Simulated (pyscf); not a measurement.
PySCF, gas phase, ωB97X-D3(BJ)/def2-SVP geometries.

**Question.** For the elementary gas-phase step HO–Bi(OH)–OH + H atom (H•) -> HO–Bi•–OH + water (H₂O) (doublet surface; Bi–O broken, H–O formed), what barrier and reaction energy does ωB97M-D3(BJ)/def2-TZVP give, measured from the separated reactants?

**Answer.** ΔE‡ = 0.36 eV, ΔE = -1.68 eV. Zero-point energy shifts the barrier by +0.03 eV. It is a substitution at O, with an imaginary mode of 1402i cm⁻¹. On the product side the descent ends in a bound adduct (not fully relaxed), 0.46 eV under the separated species and 2.40 eV under the saddle at ωB97X-D3(BJ)/def2-TZVP. At ωB97X-D3(BJ)/def2-TZVP the barrier from the zero used here is 0.45 eV. This is the saddle that the search found; another between the same sides may lie lower. The angle at the attacked O is 155°. Elements past Kr carry the def2 core potentials, without spin-orbit coupling.
